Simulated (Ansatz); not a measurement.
We consider 1T (CdI2-type) HfS2, described by HSE06 in Ansatz (PAW).

Run with plane-wave cutoff 500 eV, 12×12×4 k mesh (along the axes of the cell as run), gaussian smearing 0.02 eV, scalar-relativistic PAW data made under PBE.

Cell (relaxed at this level):

```yaml
crystal:
  lattice:
    - [1.82438, -3.15991, 0.00000]
    - [1.82438, 3.15991, 0.00000]
    - [0.00000, 0.00000, 6.63956]
  atoms:
    - { symbol: Hf, position: [0.00000, 0.00000, 0.00000] }
    - { symbol: S, position: [0.33333, 0.66667, 0.21587] }
    - { symbol: S, position: [0.66667, 0.33333, 0.78413] }
```

Give the computed band gap.


- band gap = 2.11 eV (on the SCF k mesh)

Measured, for comparison: band gap 1.8 eV (temperature not stated, not corrected to a static lattice, fundamental, indirect, our sources range from 1.80 to 1.96; as tabulated in Rybak et al. (2022), arXiv:2210.12074).

Note: the cell comes from a level without a dispersion term, which matters for the spacing of layers, chains or molecules; the cell has widely spaced layers and the level no dispersion term, so their spacing and the moduli can rest on weak binding.

Spin–orbit coupling is not included.

Static lattice: no zero-point or thermal effects.

Computing time: very roughly 90 core-minutes.

Ansatz is a first-principles code.
